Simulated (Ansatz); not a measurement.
## Breaking a bond in CH2FO (SMILES [O]CF)

CH2FO has 5 atoms, charge 0, and is taken as a doublet. As SMILES, `[O]CF`. Geometry: relaxed at PBE0-D4/def2-TZVP.

```xyz
5

O    -1.1227    0.2027    0.6100
C    -0.0096   -0.0123   -0.0330
F     1.1055   -0.1747    0.7572
H    -0.1129   -0.9248   -0.6552
H     0.1895    0.8355   -0.7203
```

The C2–H4 distance is scanned; the parts on either side stay rigid. Basis STO-3G, 3 core orbitals frozen in the correlated methods; program Ansatz 0.2.0. FCI is exact within this basis and core. Energies in eV from each method's value at 1.109 Å; open shells run as named. The shape above is that at 1.109 Å.

```csv
distance (Å),UPBE,UBHLYP,U-wB97X,UB2PLYP,UCCSD,UCCSD(T),UCCSDTQ,FCI
1.109,0.00,0.00,0.00,0.00,0.00,0.00,0.00,0.00
1.387,0.45,0.82,0.71,0.69,0.62,0.60,0.59,0.59
1.664,1.42,2.21,2.05,1.97,1.77,1.72,1.69,1.69
2.219,2.28,3.41,3.12,2.95,2.39,2.30,2.25,2.25
2.773,2.36,3.60,3.12,3.05,2.34,2.25,2.19,2.19
```

Departure from the FCI curve at its largest: UPBE -0.26 eV at 1.66 Å; UBHLYP +1.41 eV at 2.77 Å; U-wB97X +0.93 eV at 2.77 Å; UB2PLYP +0.86 eV at 2.77 Å; UCCSD +0.16 eV at 2.77 Å; UCCSD(T) +0.06 eV at 2.77 Å; UCCSDTQ within 0.005 eV. For the functionals part of the departure is owed to the small basis.
